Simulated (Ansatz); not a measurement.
in.yaml

```yaml
crystal:
  periodic: [false, false, false]
  atoms:
    - {symbol: B, position_ang: [0.000000, 0.000000, 0.118801]}
    - {symbol: C, position_ang: [0.000000, 0.000000, -1.792323]}
    - {symbol: H, position_ang: [0.000000, 0.000000, 1.673522]}
basis:
  gaussian: {orbitals: 6-31G}
magnetization: {spin_polarized: false, initial_magnetization: 2}
correlation: {active_space: {window: {electrons: 8, orbitals: 7}, fixed_orbitals: true}}
```

```sh
$ ansatz run in.yaml --threads 1 --pin off --events-out ev --progress --plain --max-ram 2393MiB
```

(1) Roughly how long does this take on 1 thread of Intel Xeon Platinum 8488C, shared host, and how much host memory?

```
285 factors; integrals over basis functions are off by at most 2.9e-4 eV
mean field evaluation 1: about -1708.3005 eV, gradient 1.0e1 eV
mean field evaluation 2: about -1708.3013 eV, gradient 1.0e1 eV
mean field evaluation 4: about -1708.9266 eV, gradient 4.5e0 eV
mean field evaluation 8: about -1709.0308 eV, gradient 2.5e-1 eV
mean field evaluation 16: about -1708.7287 eV, gradient 2.4e0 eV
mean field evaluation 32: about -1707.7344 eV, gradient 2.8e0 eV
mean field -1709.03209330 eV, -62.8057710053 hartree, gradient 2.8e-6 eV, S^2 2.000000; 5 other end points of the search recorded, 0 dependent functions left out
reference -1709.03209330 eV, -62.8057710053 hartree; 7, 5 occupied and 13, 15 virtual orbitals, 285 factors
state -1709.71015088 eV, -62.8306891618 hartree
Total energy: -1709.71015088 eV, -62.8306891618 hartree
```

Natural occupations: 1.9990 1.9841 1.9648 0.9905 0.9905 0.0356 0.0356.

Answers

(1) 0.15 s wall and 0.17 GiB.
